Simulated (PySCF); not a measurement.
## Which basis set comes closest?

Molecule: SMILES CP(C)(=O)O, C₂H₇O₂P.

Molfile (atoms numbered from 1):
```
C2H7O2P
     RDKit          3D

 12 11  0  0  0  0  0  0  0  0999 V2000
    0.6214   -0.1528   -1.4167 C   0  0  0  0  0  0  0  0  0  0  0  0
    0.4220    0.1873    0.3442 P   0  0  0  0  0  5  0  0  0  0  0  0
   -1.0560   -0.6991    0.8838 C   0  0  0  0  0  0  0  0  0  0  0  0
    1.6358   -0.0458    1.1748 O   0  0  0  0  0  0  0  0  0  0  0  0
   -0.0715    1.7475    0.3490 O   0  0  0  0  0  0  0  0  0  0  0  0
   -0.2700    0.1430   -1.9874 H   0  0  0  0  0  0  0  0  0  0  0  0
    1.4905    0.4178   -1.7736 H   0  0  0  0  0  0  0  0  0  0  0  0
    0.8197   -1.2245   -1.5623 H   0  0  0  0  0  0  0  0  0  0  0  0
   -1.2306   -0.4507    1.9405 H   0  0  0  0  0  0  0  0  0  0  0  0
   -1.9353   -0.4077    0.2920 H   0  0  0  0  0  0  0  0  0  0  0  0
   -0.8892   -1.7824    0.7998 H   0  0  0  0  0  0  0  0  0  0  0  0
    0.5032    2.2437    0.9468 H   0  0  0  0  0  0  0  0  0  0  0  0
  1  2  1  0
  2  3  1  0
  2  4  2  0
  2  5  1  0
  1  6  1  0
  1  7  1  0
  1  8  1  0
  3  9  1  0
  3 10  1  0
  3 11  1  0
  5 12  1  0
M  END
```

Geometry PBE0-D3(BJ)/def2-SVP throughout; GIAO in PySCF, gas phase, one conformer, non-relativistic; equivalent atoms averaged; functional PBE0.

Reference values (measured; solution, CH3OH; S. K. Latypov et al., Phys. Chem. Chem. Phys. 2015 (author manuscript)): δ(P2) = 49.4 ppm vs 85 % H3PO4. Computed shifts are taken against H3PO4, calculated as an isolated molecule at each level.

How do the basis sets pcSseg-0, cc-pVDZ, aug-cc-pVDZ, cc-pVTZ, IGLO-III perform against the reference? Times are CPU seconds on 1 thread of an Arm Neoverse V2, shared host.

Answers


| basis set | functions | P2 | abs. error P | core-s |
| --- | --- | --- | --- | --- |
| pcSseg-0 | 63 | 4.5 | 44.9 | 4.2 |
| cc-pVDZ | 109 | 34.7 | 14.7 | 8.4 |
| aug-cc-pVDZ | 182 | 22.6 | 26.8 | 16 |
| cc-pVTZ | 252 | 30.3 | 19.1 | 28 |
| IGLO-III | 254 | 41.5 | 7.9 | 25 |

For 31P the closest is IGLO-III (7.9 ppm) and the furthest pcSseg-0 (44.9 ppm). Where a smaller basis beats a larger one, errors probably cancel. One molecule is a small sample, and vibrational and solvent effects are absent from the calculation.

A small basis that lands close on one nucleus may do so by chance; judge by the trend and by all nuclei.
